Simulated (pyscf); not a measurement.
Structures and frequencies: ωB97X-D3(BJ)/def2-SVP in PySCF.

Estimate by transition-state theory the rate constant of H₂N–SiH(F)–Cl + hydrogen chloride (HCl) → H₂N–SiH(Cl)–Cl + hydrogen fluoride (HF) (singlet surface; F–Si, Cl–H broken, Cl–Si, F–H formed) at 1200 K, with ωB97M-D3(BJ)/def2-TZVP energies (ideal gas, 1 atm, RRHO with modes under 100 cm⁻¹ raised to 100, one conformer, R ln 2 for chiral ones without a mode under 150 cm⁻¹; no tunnelling).

The electronic barrier is 32.4 kcal/mol and the thermal terms add +44.6, so ΔG‡ = 77.1 kcal/mol. With k_BT/h = 2.50e+13 s⁻¹ and RT = 2.385 kcal/mol, and a volume of 1.64e-19 cm³ per molecule at 1 atm, k = 3.8e-20 cm³ molecule⁻¹ s⁻¹. Wigner's tunnelling factor for 581i cm⁻¹ would be 1.02. A shift of 1 kcal/mol in the barrier changes k by a factor 1.5. On the product side the descent ends in a complex, 6.0 kcal/mol under the separated species and 27.1 kcal/mol under the saddle at ωB97X-D3(BJ)/def2-TZVP. One saddle was located; it need not be the lowest between these sides.
